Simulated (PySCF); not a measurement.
Molecule: `CC(F)(F)C#N`, C3H3F2N.

Numbering as in the mapped SMILES `[CH3:1][C:2]([F:3])([F:4])[C:5]#[N:6]` (H(Xn): hydrogen on atom n).

Geometry PBE0-D3(BJ)/def2-SVP throughout; GIAO in PySCF 2.14, gas phase, one conformer, non-relativistic; equivalent atoms averaged; basis pcSseg-2.

Task: How do the shifts δ (against TMS, CFCl3, NH3 at the same level) depend on the functional? (ppm; last column core-seconds on shared hosts with different chips, so compare them loosely; the GGAs took longer than the global hybrids here, which isn't the general rule, and the cause wasn't traced)

Result: 
```tsv
functional	kind	C5	C2	C1	F3/F4	N6	H(C1)	core-s
HF	Hartree–Fock	123.3	101.4	26.1	-73.5	315.8	1.86	10
LDA	LDA	124.2	124.5	28.0	-112.2	321.1	1.77	22
PBE	GGA	119.3	120.7	27.9	-111.9	304.2	1.75	36
BLYP	GGA	117.7	121.5	28.5	-110.9	302.7	1.79	28
BP86	GGA	118.6	120.5	28.0	-112.2	301.6	1.76	27
OPBE	GGA	116.8	116.0	26.6	-110.1	292.7	1.72	28
KT2	GGA	111.1	116.3	27.3	-116.3	283.8	1.76	35
KT3	GGA	110.2	114.7	26.9	-112.6	279.6	1.77	35
B97-D	GGA	115.5	118.0	27.7	-109.5	290.7	1.78	33
B3LYP	global hybrid	120.4	117.9	28.0	-100.3	307.9	1.81	23
PBE0	global hybrid	122.2	116.2	27.3	-98.9	309.3	1.77	23
mPW1PW91	global hybrid	122.0	116.3	27.3	-98.6	309.2	1.77	23
WP04	global hybrid	116.6	120.7	27.9	-97.7	296.4	1.86	25
B97-2	global hybrid	119.5	115.1	27.1	-99.4	300.0	1.78	25
BHandHLYP	global hybrid	122.7	112.1	27.3	-87.8	313.2	1.84	24
CAM-B3LYP	range-separated hybrid	123.5	118.2	28.3	-90.2	311.9	1.84	34
wB97X-D	range-separated hybrid	123.2	116.7	27.9	-92.6	308.5	1.79	32
LC-wPBE	range-separated hybrid	127.7	118.9	28.3	-81.2	311.3	1.81	43
```

Task: Which nucleus moves most, in ppm?

Result: F3/F4 (fluorine of a CF2 group): from -116.3 ppm with KT2 to -73.5 ppm with HF. The smallest spread is 0.14 ppm, at H(C1). Proton shifts span only some 12 ppm, so a few tenths of a ppm matter as much there as several ppm in carbon.
